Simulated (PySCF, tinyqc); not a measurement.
Inside a calculation. Method: G0W0 on RHF in the sto-3g basis, for CH2, spin multiplicity 1. The lowest restricted solution is unstable here: a spin-polarised one lies 0.0250 hartree lower (PySCF). One step of it, computed by the program tinyqc.

Problem. G0W0 on Hartree-Fock: HOMO. W(p,q,m) = sqrt2 sum_ia (pq|ia) (X+Y)_ia,m; Sigma_c(x) = sum_(i,m) W^2/(x - e_i + w_m) + sum_(a,m) W^2/(x - e_a - w_m); solve x = e_p + Sigma_c(x) by Newton steps; Z = 1/(1 - dSigma/dx); 1 hartree = 27.211386 eV.

orbital energies (hartree): MO1 -11.014051, MO2 -0.787335, MO3 -0.472492, MO4 -0.303443, MO5 0.229581, MO6 0.546809, MO7 0.593718

Two-electron integrals over orbitals (pq|rs), unique and non-zero (hartree):
```
(11|11) 3.508308    (21|11) -0.294127   (21|21) 0.039329    (22|11) 0.713768
(22|21) -0.007600   (22|22) 0.538301    (31|11) -0.004032   (31|21) 0.000443
(31|22) -0.000462   (31|31) 0.007218    (32|11) 0.001017    (32|21) -0.000240
(32|22) -0.003557   (32|31) 0.012143    (32|32) 0.134568    (33|11) 0.581434
(33|21) -0.002350   (33|22) 0.497824    (33|31) 0.000196    (33|32) 0.001913
(33|33) 0.504449    (41|11) 0.171958    (41|21) -0.020127   (41|22) 0.014299
(41|31) -0.000349   (41|32) 0.000012    (41|33) 0.006225    (41|41) 0.026295
(42|11) -0.104473   (42|21) 0.007626    (42|22) 0.017277    (42|31) 0.000060
(42|32) -0.000262   (42|33) 0.022456    (42|41) 0.011782    (42|42) 0.081446
(43|11) -0.003682   (43|21) 0.000183    (43|22) -0.001115   (43|31) -0.002558
(43|32) 0.029548    (43|33) 0.000526    (43|41) 0.000203    (43|42) 0.001518
(43|43) 0.038445    (44|11) 0.781950    (44|21) -0.012479   (44|22) 0.492622
(44|31) -0.000058   (44|32) 0.001036    (44|33) 0.450504    (44|41) -0.010412
(44|42) -0.087886   (44|43) -0.002357   (44|44) 0.632891    (51|51) 0.021662
(52|51) 0.023751    (52|52) 0.091686    (53|51) 0.000330    (53|52) 0.000959
(53|53) 0.018575    (54|51) -0.013620   (54|52) -0.041891   (54|53) -0.000721
(54|54) 0.051055    (55|11) 0.852002    (55|21) -0.009301   (55|22) 0.542180
(55|31) -0.000118   (55|32) 0.000417    (55|33) 0.467770    (55|41) 0.005022
(55|42) -0.055883   (55|43) -0.002075   (55|44) 0.568561    (55|55) 0.672833
(61|11) 0.199331    (61|21) -0.029083   (61|22) -0.001303   (61|31) -0.002058
(61|32) -0.002610   (61|33) -0.001643   (61|41) 0.003923    (61|42) -0.015521
(61|43) 0.000342    (61|44) 0.019396    (61|55) 0.005433    (61|61) 0.029529
(62|11) -0.235899   (62|21) 0.004931    (62|22) -0.086636   (62|31) -0.001255
(62|32) -0.002363   (62|33) -0.029107   (62|41) -0.014786   (62|42) 0.001622
(62|43) 0.005289    (62|44) -0.063380   (62|55) -0.122482   (62|61) 0.004962
(62|62) 0.094208    (63|11) -0.040096   (63|21) 0.000892    (63|22) -0.012043
(63|31) -0.001682   (63|32) 0.061708    (63|33) -0.003183   (63|41) -0.000118
(63|42) 0.009549    (63|43) 0.035568    (63|44) -0.017370   (63|55) -0.021129
(63|61) -0.000492   (63|62) 0.017454    (63|63) 0.083043    (64|11) -0.130277
(64|21) 0.000975    (64|22) -0.038177   (64|31) 0.001260    (64|32) 0.011025
(64|33) -0.002550   (64|41) -0.000904   (64|42) 0.024806    (64|43) 0.001147
(64|44) -0.076019   (64|55) -0.065813   (64|61) -0.000564   (64|62) 0.049346
(64|63) 0.015716    (64|64) 0.046886    (65|51) -0.014696   (65|52) -0.051183
(65|53) -0.003351   (65|54) 0.010030    (65|65) 0.039325    (66|11) 0.682316
(66|21) -0.005781   (66|22) 0.522627    (66|31) 0.002072    (66|32) 0.029999
(66|33) 0.498790    (66|41) 0.020165    (66|42) 0.050259    (66|43) 0.013189
(66|44) 0.452766    (66|55) 0.495272    (66|61) -0.008286   (66|62) -0.065038
(66|63) 0.018674    (66|64) -0.016540   (66|66) 0.566104    (71|11) 0.031346
(71|21) -0.004695   (71|22) -0.000610   (71|31) 0.011702    (71|32) 0.018300
(71|33) 0.000177    (71|41) 0.000727    (71|42) -0.002250   (71|43) -0.004386
(71|44) 0.002937    (71|55) 0.000837    (71|61) 0.001665    (71|62) -0.001466
(71|63) -0.002416   (71|64) 0.001959    (71|66) 0.002320    (71|71) 0.019927
(72|11) -0.038754   (72|21) 0.000751    (72|22) -0.013562   (72|31) 0.009155
(72|32) 0.005180    (72|33) -0.004073   (72|41) -0.002180   (72|42) 0.001508
(72|43) -0.034324   (72|44) -0.011301   (72|55) -0.019907   (72|61) -0.001507
(72|62) 0.006995    (72|63) -0.042485   (72|64) 0.009069    (72|66) -0.016415
(72|71) 0.014065    (72|72) 0.057080    (73|11) 0.249360    (73|21) -0.005618
(73|22) 0.060297    (73|31) -0.000149   (73|32) 0.010384    (73|33) 0.023640
(73|41) -0.000476   (73|42) -0.064117   (73|43) 0.003149    (73|44) 0.114397
(73|55) 0.128930    (73|61) 0.006125    (73|62) -0.070696   (73|63) -0.007176
(73|64) -0.054111   (73|66) 0.011933    (73|71) 0.000829    (73|72) -0.018154
(73|73) 0.121671    (74|11) -0.017449   (74|21) 0.000189    (74|22) -0.003320
(74|31) -0.008438   (74|32) -0.073240   (74|33) -0.001873   (74|41) -0.000207
(74|42) 0.002755    (74|43) 0.001112    (74|44) -0.010335   (74|55) -0.008589
(74|61) 0.002053    (74|62) 0.008874    (74|63) -0.041004   (74|64) -0.003652
(74|66) -0.018361   (74|71) -0.013497   (74|72) -0.007668   (74|73) -0.014113
(74|74) 0.065214    (75|51) -0.002315   (75|52) -0.008187   (75|53) 0.018022
(75|54) 0.001781    (75|65) 0.002676    (75|75) 0.022766    (76|11) -0.004936
(76|21) 0.000428    (76|22) 0.005369    (76|31) -0.007340   (76|32) -0.099595
(76|33) -0.002280   (76|41) 0.002442    (76|42) 0.009500    (76|43) -0.041283
(76|44) -0.008560   (76|55) -0.002374   (76|61) -0.000316   (76|62) -0.005601
(76|63) -0.067764   (76|64) -0.008286   (76|66) -0.021814   (76|71) -0.011510
(76|72) 0.021555    (76|73) -0.018325   (76|74) 0.050883    (76|76) 0.100308
(77|11) 0.724814    (77|21) -0.008272   (77|22) 0.509086    (77|31) -0.002439
(77|32) -0.031383   (77|33) 0.503601    (77|41) 0.004515    (77|42) -0.012234
(77|43) -0.013357   (77|44) 0.507769    (77|55) 0.516263    (77|61) 0.005791
(77|62) -0.045858   (77|63) -0.031489   (77|64) -0.021976   (77|66) 0.496848
(77|71) -0.002741   (77|72) -0.000750   (77|73) 0.058810    (77|74) 0.013584
(77|76) 0.025610    (77|77) 0.550810
```

excitation energies w (hartree): 0.614895  0.738288  0.902400  0.979863  1.184032  1.192049  1.232912  1.503663  1.581675  11.286915  11.619384  11.647971

X + Y:
```
            1          2          3          4          5          6          7          8
1>5  0.003173  -0.000097   0.000000   0.000000   0.000000  -0.008163   0.000000   0.000000
1>6  0.000000   0.000000  -0.000167  -0.000600   0.000546   0.000000  -0.002474   0.000803
1>7  0.000000   0.000000  -0.000356   0.003813  -0.002178   0.000000  -0.000576  -0.004698
2>5  0.152756  -0.005686   0.000000   0.000000   0.000000   0.917072   0.000000   0.000000
2>6  0.000000   0.000000  -0.109958  -0.031433  -0.073775   0.000000   0.451211  -0.228325
2>7  0.000000   0.000000  -0.023924   0.114537   0.220255   0.000000   0.083147   0.900854
3>5  0.008726   0.975125   0.000000   0.000000   0.000000   0.002994   0.000000   0.000000
3>6  0.000000   0.000000  -0.067633   0.412890   0.815029   0.000000  -0.045001  -0.196191
3>7  0.000000   0.000000   0.219454   0.074585   0.050039   0.000000   0.821613   0.015308
4>5  0.924427  -0.006496   0.000000   0.000000   0.000000  -0.079451   0.000000   0.000000
4>6  0.000000   0.000000   0.941766  -0.052991   0.064010   0.000000  -0.117249  -0.017288
4>7  0.000000   0.000000   0.072716   0.865284  -0.362542   0.000000  -0.044396  -0.002868

             9         10         11         12
1>5   0.000000   0.998077   0.000000   0.000000
1>6  -0.000509   0.000000   0.990662   0.116265
1>7  -0.000575   0.000000  -0.116643   0.991449
2>5   0.000000   0.000766   0.000000   0.000000
2>6   0.789719   0.000000   0.000204  -0.000035
2>7   0.226906   0.000000  -0.000130   0.000570
3>5   0.000000   0.000007   0.000000   0.000000
3>6   0.027922   0.000000  -0.000006  -0.000075
3>7  -0.338943   0.000000   0.000191   0.000049
4>5   0.000000  -0.000229   0.000000   0.000000
4>6   0.125451   0.000000  -0.000020   0.000047
4>7   0.020743   0.000000   0.000097  -0.000350
```

Give: The 12 largest terms at x = e_p; Newton steps; quasiparticle energy of the HOMO; Hartree-Fock value.

Solution.

The 12 largest terms at x = e_p (hartree; W for the signs of X + Y given):
```
q  m       W       term
4  9  -0.144      0.013
4  7   0.105      0.009
2  7  -0.078   3.56e-03
6  9   0.093  -3.54e-03
7  5  -0.085  -3.50e-03
4  3  -0.055   3.34e-03
5  1   0.058  -2.89e-03
5  6  -0.060  -2.08e-03
3  8  -0.055   1.82e-03
7  4   0.053  -1.49e-03
6  3   0.036  -7.31e-04
6  7  -0.039  -7.25e-04
```

Newton steps (hartree):
```
step       x  Sigma_c(x)      Z
0     -0.303       0.018  0.969
1     -0.286       0.017  0.969
2     -0.286       0.017  0.969
```

quasiparticle energy of the HOMO = -7.795 eV

Hartree-Fock value = -8.257 eV
